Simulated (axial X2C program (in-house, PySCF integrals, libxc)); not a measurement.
# A two-component session on SiAl: properties at the nuclei

Wanted for SiAl: properties at the nuclei, at the two-component level.

Method: two-component X2C with atomic mean-field terms, Si dyall-v3z, Al dyall-v3z; program: an in-house X2C program for linear molecules on PySCF integrals.

All values are calculated.

## Step 1: The job

Input file task.json:

```json
{"zs": [14, 13], "q": 0, "bas": ["dyall-v3z", "dyall-v3z"], "r0": 2.42, "levels": ["PBE0", "HF", "B3LYP", "PBE50", "BHandHLYP"], "nst": 3}
```

Keys: zs atomic numbers; q charge; bas basis sets; r0 starting distance in Å; levels methods (HF also brings MP2); nst determinants followed.

Run with:

```
python soeom.py task.json out
```

Further steps of the session: Expectation values, lowest determinant; Expectation values, a higher determinant; Expectation values, a higher determinant.

Q: Predict the outcome of this session. Wanted: lowest determinant; Eeff magnitude; Ws magnitude Si; A∥/gI Si; qzz Si; higher determinant (for each run or level that gives them).

**Answer**, as computed:

| quantity | value |
| --- | --- |
| lowest determinant | Ω = 3/2 (excess of +ω over −ω: ω = 3/2) |
| Eeff magnitude (GV/cm), PBE0 | 0.0239 |
| Ws magnitude Si (kHz), PBE0 | 0.0112 |
| A∥/gI Si (MHz), PBE0 | -60.9 |
| qzz Si (a.u.), PBE0 | -0.36 |
| higher determinant | Ω = 1/2 (excess of +ω over −ω: 2 × ω = -1/2, ω = 3/2) |
| Eeff magnitude (GV/cm), PBE0, higher determinant | 0.0269 |
| Ws magnitude Si (kHz), PBE0, higher determinant | 0.0414 |
| A∥/gI Si (MHz), PBE0, higher determinant | -232 |
| qzz Si (a.u.), PBE0, higher determinant | -0.43 |
| higher determinant | Ω = 1/2 (excess of +ω over −ω: ω = 1/2) |
| Eeff magnitude (GV/cm), PBE0, higher determinant | 0.04 |
| Ws magnitude Si (kHz), PBE0, higher determinant | 0.0325 |
| A∥/gI Si (MHz), PBE0, higher determinant | 19.9 |
| qzz Si (a.u.), PBE0, higher determinant | -0.51 |

In words: In the first state, the effective field runs from 0.0161 to 0.0547 GV/cm over the mean-field levels, so the levels don't agree on it. The expectation values come from single determinants, which for open shells can mix terms of unlike spin or miss the lowest Ω, so a determinant need not be a state. Eeff is the effective electric field on the electron dipole moment in this Ω state and Ws the scalar–pseudoscalar constant (defined with the proton number Z and per Ω); A∥ is the parallel hyperfine constant, which follows by multiplying with the nuclear g factor gI = μI/(I μN); qzz is the electric field gradient, eQq0 = 234.96 MHz × Q/barn × qzz; μ is positive if Al is the positive end. The operators were transformed with the bare-nucleus X2C matrices.
